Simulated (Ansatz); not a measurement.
C5H6 (`C=C=C1CC1`). The species carries charge 0 and has multiplicity 1.

```xyz
11

C     0.8985    1.6241    1.6020
C     0.4213    0.7608    0.7501
C    -0.0488   -0.0889   -0.0881
C    -0.3017   -0.4733   -1.4823
C    -0.7188   -1.3713   -0.3372
H     0.2803    2.4212    2.0024
H     1.9293    1.5733    1.9380
H     0.5462   -0.7782   -2.0867
H    -1.0783    0.0581   -2.0225
H    -1.7763   -1.4447   -0.1057
H    -0.1517   -2.2811   -0.1701
```

Q: List the harmonic frequencies (cm⁻¹, unscaled) at PBE0-D4/def2-TZVP in Ansatz. (An estimate is asked.)

A: Computed: 188, 190, 379, 566, 568, 670, 771, 860, 924, 975, 1015, 1026, 1057, 1074, 1080, 1173, 1371, 1446, 1462, 1554, 2131, 3130, 3131, 3142, 3207, 3219, 3221.

Q: Is this a minimum?

A: Yes, all 27 modes are real.

Q: Give the ideal-gas thermochemistry at 298.15 K and 1 bar (rigid rotor, harmonic oscillator; point group C2v, symmetry number 2).

A: Zero-point energy 236.4 kJ/mol; H(298) − E = 252.7 kJ/mol; entropy 293.8 J/(mol·K), of which translation 161.1, rotation 99.2, vibration 33.5; G(298) − E = 165.1 kJ/mol.
